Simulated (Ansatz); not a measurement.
For rhombohedral A7 Bi, PBE+SOC (PAW; Ansatz, an electronic-structure program) gives:

- lattice parameter a: 4.638 Å
- lattice parameter c: 12.349 Å

Problem. What does r²SCAN+rVV10 in Ansatz (plane waves, PAW) give for the same quantities?

Solution. 
- lattice constant a: 4.519 Å (shrinks by 2.6 %)
- lattice parameter c: 12.059 Å (decreases by 2.3 %)

For comparison: lattice constant a 4.533 Å (measured, low temperature, no zero-point or thermal correction, hexagonal setting; as tabulated in Arnaud et al. (2016), arXiv:1602.08959); lattice parameter c 11.796 Å (measured, low temperature, no zero-point or thermal correction, hexagonal setting; as tabulated in Arnaud et al. (2016), arXiv:1602.08959).

Changes are worked out from the printed values.

Unless a cell is named, each level is at its own relaxed cell (PBE+SOC 38.35, r²SCAN+rVV10 35.54 Å³/atom).

Levels without +SOC leave out spin–orbit coupling, which shifts energies and cells of such heavy elements.

Caveats: the cell comes from a level without a dispersion term, which matters for the spacing of layers, chains or molecules (PBE+SOC). Ansatz's density-functional and Hartree–Fock values are scalar-relativistic unless marked +SOC, with PAW data made under PBE.
